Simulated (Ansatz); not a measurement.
```yaml
crystal:
  periodic: [false, false, false]
  atoms:
    - {symbol: Y, position_ang: [0.000000, 0.000000, 0.000000]}
    - {symbol: Si, position_ang: [0.000000, 0.000000, 2.560000]}
basis:
  gaussian: {orbitals: def2-TZVP}
magnetization: {spin_polarized: true, initial_magnetization: 3}
hamiltonian: {xc: pbe0}
relax: {f_tol: 0.004, max_steps: 80}
```

```sh
$ ansatz run in.yaml --threads 1 --pin off --events-out ev --progress --plain --max-ram 2176MiB
```

Steps of the relaxation (energy above the last step; positions in Å, forces in eV/Å):

```
2
step 1, 45.7 meV
Y     0.000    0.000    0.000    0.000    0.000   -0.944
Si    0.000    0.000    2.560    0.000    0.000    0.944
```

```
2
step 2, 4.6 meV
Y     0.000    0.000   -0.069    0.000    0.000    0.253
Si    0.000    0.000    2.629    0.000    0.000   -0.253
```

```
2
step 3, 0.1 meV
Y     0.000    0.000   -0.054    0.000    0.000    0.046
Si    0.000    0.000    2.614    0.000    0.000   -0.046
```

```
2
step 4, 0.0 meV
Y     0.000    0.000   -0.052    0.000    0.000    0.001
Si    0.000    0.000    2.612    0.000    0.000   -0.001
```

Close pairs at the end: Y1–Si2 2.663 Å.

A stationary point of unrestricted PBE0 after 4 steps, with ⟨S²⟩ = 3.828 against 3.75 for a pure state. 18 s on 1 thread of Intel Xeon 6975P-C, shared host.
